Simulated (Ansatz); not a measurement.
## Band transport in Sc2Al

These are results of DFT LDA, scalar-relativistic, plane waves, PAW (Ansatz), not measurements. Plane waves to 420 eV; Γ-centred k mesh 12×12×6; Fermi-Dirac smearing of 0.15 eV. No spin polarisation.

The cell, relaxed at this level:
```
Sc Al
1.0
     4.79528    0.00000    0.00000
    -2.39764    4.15283    0.00000
     0.00000    0.00000    6.01320
Sc Al
4 2
Direct
  0.00000 0.00000 0.00000
  0.00000 0.00000 0.50000
  0.33333 0.66667 0.75000
  0.66667 0.33333 0.25000
  0.33333 0.66667 0.25000
  0.66667 0.33333 0.75000
```

In a metal these results depend on the k mesh and the smearing.

Constant relaxation time and rigid bands. The levels are interpolated over the whole zone and filled by a Fermi function at the stated temperature, with the chemical potential set by the electron count. Seebeck coefficients of a few μV/K are small differences and uncertain even in sign.

Problem. Give the Drude plasma energies, the density of states at the chemical potential and σ/τ at 300 K.

Solution.
* Plasma energy xx, yy, zz: 2.61, 2.61, 3.82 eV
* Density of states (thermally broadened): 8.53 states/eV/cell
* Conductivity over τ, xx, yy, zz: 1.4, 1.4, 3.0 ×10²⁰ (Ω·m·s)⁻¹

Problem. And the Seebeck coefficient (μV/K)?

Solution.
```json
{"T (K)": "300", "Sxx": "1.9", "Syy": "1.9", "Szz": "-12.7"}
{"T (K)": "600", "Sxx": "0.5", "Syy": "0.5", "Szz": "-23.8"}
{"T (K)": "900", "Sxx": "-2.7", "Syy": "-2.7", "Szz": "-31.9"}
```

Whether Sc2Al exists in this form wasn't checked.

Cost: 1 run of about 25 core-minutes, on Intel Xeon Processor @ 2.70GHz (shared hosts).